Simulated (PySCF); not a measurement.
# Argon: a sound run and one with changed settings

Sound run: Ar [Ar], Ar⁺ [Ne] 3s2 3p5. Computed with PySCF 2.14 in 6-31G* (4s3p1d, 18 functions), with the non-relativistic Hamiltonian (point nucleus). The sound run starts from symmetry-adapted Hartree-Fock orbitals and uses a fine grid where one is needed.

Changed run: initial guess minao, at most 50 SCF cycles, level shift 10.0 hartree.

```
species  method  sound run (hartree)  changed run (hartree)  converged
     Ar     UHF           -526.77215             -526.77215         no
     Ar   B3LYP           -527.51331             -527.51331         no
     Ar     LDA           -525.88248             -525.88248         no
    Ar⁺     UHF           -526.23345             -526.23345         no
    Ar⁺   B3LYP           -526.93306             -526.93306         no
    Ar⁺     LDA           -525.29566             -525.29566         no
```

A level shift slows the SCF but leaves a converged energy unchanged.
